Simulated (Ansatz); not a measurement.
## Molecular dynamics, step by step

C$_{2}$H$_{8}$Si, closed shell, SPW92/def2-SVPD (Ansatz 0.2.0). Settings (timestep in fs, temperature in K; T counts 27 degrees of freedom):

```yaml
hamiltonian: {xc: lda}
md: {n_steps: 80, timestep: 0.5, temperature: 200, ensemble: nvt_nose_hoover, seed: 168, initial_velocities: maxwell_boltzmann}
```

Start, the saddle point found with PBE0-D4 in triple zeta (not stationary at another level):

Si1  (0.780, -0.212, -0.183)
H2  (-0.162, -1.624, -0.236)
H3  (0.858, -1.733, -0.447)
C4  (0.218, 0.104, 1.599)
C5  (-0.362, 0.605, -1.455)
H6  (0.531, -0.724, 2.239)
H7  (-0.859, 0.242, 1.703)
H8  (0.716, 1.002, 1.973)
H9  (-1.393, 0.711, -1.116)
H10  (0.025, 1.599, -1.690)
H11  (-0.353, 0.031, -2.385)
(Å)

```json
{"step": "0", "time (fs)": "0.00", "potential energy less the start (meV)": "0.0", "kinetic energy (meV)": "232.7", "T (K)": "200"}
{"step": "5", "time (fs)": "2.50", "potential energy less the start (meV)": "40.9", "kinetic energy (meV)": "192.0", "T (K)": "165"}
{"step": "10", "time (fs)": "5.00", "potential energy less the start (meV)": "58.3", "kinetic energy (meV)": "174.8", "T (K)": "150"}
{"step": "15", "time (fs)": "7.50", "potential energy less the start (meV)": "16.5", "kinetic energy (meV)": "216.9", "T (K)": "186"}
{"step": "20", "time (fs)": "10.00", "potential energy less the start (meV)": "-136.2", "kinetic energy (meV)": "369.6", "T (K)": "318"}
{"step": "25", "time (fs)": "12.50", "potential energy less the start (meV)": "-400.5", "kinetic energy (meV)": "634.2", "T (K)": "545"}
{"step": "30", "time (fs)": "15.00", "potential energy less the start (meV)": "-867.4", "kinetic energy (meV)": "1097.6", "T (K)": "943"}
{"step": "35", "time (fs)": "17.50", "potential energy less the start (meV)": "-1264.3", "kinetic energy (meV)": "1485.0", "T (K)": "1277"}
{"step": "40", "time (fs)": "20.00", "potential energy less the start (meV)": "-1537.0", "kinetic energy (meV)": "1734.3", "T (K)": "1491"}
{"step": "45", "time (fs)": "22.50", "potential energy less the start (meV)": "-1551.1", "kinetic energy (meV)": "1710.7", "T (K)": "1470"}
{"step": "50", "time (fs)": "25.00", "potential energy less the start (meV)": "-1441.3", "kinetic energy (meV)": "1552.6", "T (K)": "1335"}
{"step": "55", "time (fs)": "27.50", "potential energy less the start (meV)": "-1291.7", "kinetic energy (meV)": "1350.5", "T (K)": "1161"}
{"step": "60", "time (fs)": "30.00", "potential energy less the start (meV)": "-1281.5", "kinetic energy (meV)": "1285.4", "T (K)": "1105"}
{"step": "65", "time (fs)": "32.50", "potential energy less the start (meV)": "-1338.8", "kinetic energy (meV)": "1281.5", "T (K)": "1102"}
{"step": "70", "time (fs)": "35.00", "potential energy less the start (meV)": "-1311.2", "kinetic energy (meV)": "1193.7", "T (K)": "1026"}
{"step": "75", "time (fs)": "37.50", "potential energy less the start (meV)": "-1560.1", "kinetic energy (meV)": "1373.8", "T (K)": "1181"}
{"step": "80", "time (fs)": "40.00", "potential energy less the start (meV)": "-1704.9", "kinetic energy (meV)": "1440.0", "T (K)": "1238"}
```

Step 55, positions (Å) and forces (eV/Å):

```csv
atom,x,y,z,Fx,Fy,Fz
Si1,0.676,-0.383,-0.184,0.638,1.859,-0.076
H2,-0.372,-1.584,-0.210,1.491,0.195,-0.156
H3,2.351,-0.088,-0.457,-2.013,-1.165,0.118
C4,0.307,0.228,1.572,-0.772,-0.777,0.167
C5,-0.300,0.696,-1.432,-0.270,0.151,0.383
H6,0.232,-0.731,2.165,0.062,0.578,-0.040
H7,-0.771,0.513,1.373,0.457,0.100,0.542
H8,0.826,0.995,2.213,-0.118,-0.312,-0.783
H9,-1.340,0.611,-1.004,0.252,-0.080,-0.347
H10,-0.153,1.815,-1.563,0.375,-0.932,0.065
H11,-0.295,0.153,-2.411,-0.101,0.383,0.128
```

Step 60, positions (Å) and forces (eV/Å):

```json
{"atom": "Si1", "x": "0.664", "y": "-0.404", "z": "-0.183", "Fx": "0.475", "Fy": "2.594", "Fz": "0.041"}
{"atom": "H2", "x": "-0.239", "y": "-1.711", "z": "-0.245", "Fx": "1.348", "Fy": "0.522", "Fz": "-0.112"}
{"atom": "H3", "x": "2.193", "y": "0.145", "z": "-0.394", "Fx": "-1.025", "Fy": "-1.605", "Fz": "-0.161"}
{"atom": "C4", "x": "0.321", "y": "0.243", "z": "1.572", "Fx": "-0.746", "Fy": "-1.131", "Fz": "-0.062"}
{"atom": "C5", "x": "-0.288", "y": "0.709", "z": "-1.434", "Fx": "-0.849", "Fy": "0.232", "Fz": "0.508"}
{"atom": "H6", "x": "0.222", "y": "-0.694", "z": "2.173", "Fx": "0.041", "Fy": "0.207", "Fz": "0.175"}
{"atom": "H7", "x": "-0.736", "y": "0.533", "z": "1.381", "Fx": "-0.135", "Fy": "0.344", "Fz": "0.498"}
{"atom": "H8", "x": "0.851", "y": "0.987", "z": "2.212", "Fx": "0.067", "Fy": "-0.073", "Fz": "-0.731"}
{"atom": "H9", "x": "-1.350", "y": "0.663", "z": "-1.037", "Fx": "0.383", "Fy": "-0.188", "Fz": "-0.387"}
{"atom": "H10", "x": "-0.148", "y": "1.845", "z": "-1.549", "Fx": "0.504", "Fy": "-1.323", "Fz": "0.122"}
{"atom": "H11", "x": "-0.289", "y": "0.178", "z": "-2.420", "Fx": "-0.064", "Fy": "0.421", "Fz": "0.110"}
```

Step 70, positions (Å) and forces (eV/Å):

```
atom       x       y       z      Fx      Fy      Fz
 Si1   0.642  -0.428  -0.181  -1.377   2.277   0.255
  H2   0.227  -1.875  -0.332   0.488   0.182  -0.077
  H3   1.825   0.338  -0.320   2.625  -0.414  -0.685
  C4   0.333   0.253   1.567  -1.695  -1.178  -0.135
  C5  -0.278   0.728  -1.430  -1.082  -2.178   0.471
  H6   0.206  -0.615   2.238   0.053  -0.136   0.355
  H7  -0.708   0.640   1.478   0.014   0.235   0.295
  H8   0.942   0.990   2.105   0.481   0.218  -0.406
  H9  -1.342   0.730  -1.152  -0.564  -0.034   0.072
 H10  -0.032   1.770  -1.504   0.878   1.044   0.168
 H11  -0.282   0.283  -2.438   0.178  -0.017  -0.313
```

Last step (80):

```csv
atom,x (Å),y (Å),z (Å)
Si1,0.6149,-0.4317,-0.1783
H2,0.7890,-1.9589,-0.4266
H3,1.9230,0.3613,-0.3825
C4,0.3160,0.2434,1.5626
C5,-0.2877,0.7185,-1.4190
H6,0.2100,-0.5490,2.3574
H7,-0.6746,0.7850,1.6297
H8,1.0979,1.0036,1.8963
H9,-1.4029,0.7904,-1.2567
H10,0.2186,1.7675,-1.4145
H11,-0.2366,0.3920,-2.4951
```

The run took about 100 s on 2 CPU threads of an Arm Neoverse V1 (shared host).
